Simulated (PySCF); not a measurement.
# Bond curve of P₂⁺

Set-up: basis P def2-TZVP; no relativity; PySCF 2.14. Energies in eV from P⁺ + P in their ground configurations at the same level. State: ²Πu (doublet), unpaired electrons π ↑.

All columns are PBE0.

| R (Å) | E (eV) | HOMO (eV) | LUMO (eV) | Mayer bond order | ⟨S²⟩ |
| --- | --- | --- | --- | --- | --- |
| 1.693 | -3.299 | -15.46 | -13.54 | 2.43 | 0.75 |
| 1.772 | -4.253 | -15.46 | -13.21 | 2.43 | 0.75 |
| 1.851 | -4.779 | -15.40 | -12.92 | 2.43 | 0.75 |
| 1.910 | -4.964 | -15.15 | -12.71 | 2.44 | 0.75 |
| 1.969 | -5.015 | -14.92 | -12.52 | 2.44 | 0.75 |
| 2.028 | -4.961 | -14.71 | -12.35 | 2.45 | 0.75 |
| 2.107 | -4.770 | -14.45 | -12.13 | 2.45 | 0.75 |
| 2.205 | -4.398 | -14.16 | -11.88 | 2.46 | 0.75 |
| 2.323 | -3.838 | -13.85 | -11.63 | 2.48 | 0.75 |
| 2.481 | -3.011 | -13.50 | -11.33 | 2.48 | 0.75 |

The state is the lowest determinant that a PBE0 search found; another state may lie lower at other levels.
